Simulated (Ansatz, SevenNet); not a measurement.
**How the c axis length of Cu2ZnSnS4 (I-4, No. 82) moves with the method**

No measured value is used here.

```tsv
level (code)	value (Å)
SevenNet-l3i5	10.929
LDA (Ansatz)	___
PBE-D3(BJ) (Ansatz)	10.790
r²SCAN+rVV10 (Ansatz)	10.779
```

Question: Fill in the missing entries.

Answer: 
- LDA (Ansatz, a first-principles code), value (Å): 10.638

Cutoffs differ between the levels. Ansatz's density-functional and Hartree–Fock values are scalar-relativistic unless marked +SOC, with PAW data made under PBE.

Machine-learned potentials (SevenNet-l3i5) are trained on DFT data: a solid inside that data is no test of them.
